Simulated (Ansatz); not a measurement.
**OF2 (oxygen difluoride): the vertical ionisation energy from total energies**

OF2: 3 atoms, total charge 0, spin state singlet. As SMILES, `FOF`. The coordinates come from a PBE0-D4/def2-TZVP relaxation.

| atom | x (Å) | y (Å) | z (Å) |
| --- | --- | --- | --- |
| F | 0.9533 | -0.3400 | 0.4883 |
| O | 0.0005 | 0.5639 | 0.0620 |
| F | -0.9538 | -0.2240 | -0.5503 |

Both states at this one shape; open shells run unrestricted unless said. 1 Eh = 27.2114 eV.

| level | program | singlet OF2 (Eh) | doublet [OF2]+ (Eh) |
| --- | --- | --- | --- |
| PBE/cc-pV(Q+d)Z | Ansatz | -274.551671 | -274.093888 |
| CAM-B3LYP/STO-3G | Ansatz | -270.730042 | -270.388893 |

Task: Work out the vertical ionisation energy at each level.

Result: 
1. PBE/cc-pV(Q+d)Z: -274.093888 − (-274.551671) = 0.457783 Eh = 12.46 eV.
2. CAM-B3LYP/STO-3G: -270.388893 − (-270.730042) = 0.341149 Eh = 9.28 eV.

No measured value is set beside it here; the levels span 9.28 to 12.46 eV. Minimal sets are far from the basis-set limit.
